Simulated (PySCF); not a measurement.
Input of a driver script around PySCF for `[H]/N=C\C(=O)O`, coordinates in Å (PBE0-D3(BJ)/def2-SVP geometry):
```
{"job": {"kind": "eom", "basis": "aug-cc-pVDZ", "nee": 0}, "charge": 0, "multiplicity": 1}
N     -1.824382     0.229107     0.424923
C     -0.866172    -0.287590    -0.215890
C      0.564890     0.100450     0.043322
O      0.890790     0.920659     0.860471
O      1.416452    -0.565085    -0.733811
H     -1.434603     0.906677     1.098164
H     -1.048419    -1.044665    -0.992977
H      2.309917    -0.259431    -0.510685
```

Question: What does the run print?

Answer: 
```
E(HF) = -281.6978904368
E(MP2) = -282.5223355625
E(CCSD) = -282.5428997559
T1 diagnostic = 0.0163

EOM-IP-CCSD (eV)   Koopmans (eV)
  10.8207      12.3881
  11.6360      13.6468
  12.2876      12.6611
  13.0115      14.0852
  14.9843      16.8918
  15.7888      17.3746
  16.4478      18.0494
  17.5627      19.9831
```

Level of theory: CCSD and EOM-CCSD/aug-cc-pVDZ in PySCF, restricted Hartree–Fock reference, 5 core orbitals frozen, non-relativistic, gas phase, PBE0-D3(BJ)/def2-SVP geometry. Each EOM-IP line stands beside −ε of the orbital with the largest one-hole amplitude.

Question: What correlation energies follow, and how does the T1 diagnostic stand?

Answer: MP2 -0.82445 Eh, CCSD -0.84501 Eh; CCSD lies 20.6 mEh below MP2. T1 = 0.0163, below the customary warning level of 0.02.

Question: Which orbital leads each EOM-IP root, and how large is the one-hole share of its vector?

Answer: 10.82 eV: HOMO, one-hole share 0.95; 11.64 eV: HOMO-2, one-hole share 0.94; 12.29 eV: HOMO-1, one-hole share 0.94; 13.01 eV: HOMO-3, one-hole share 0.95; 14.98 eV: HOMO-4, one-hole share 0.94; 15.79 eV: HOMO-5, one-hole share 0.95; 16.45 eV: HOMO-6, one-hole share 0.92; 17.56 eV: HOMO-7, one-hole share 0.93.

Time: 4.0 min of wall time. Hardware: one thread, Arm Neoverse V2, shared host.

The values belong to the conformer `[H]/[N:1]=[CH:2]\[C:3](=[O:4])[OH:5]`: N1–C2–C3–O4 0°, H–O5–C3–C2 180°.
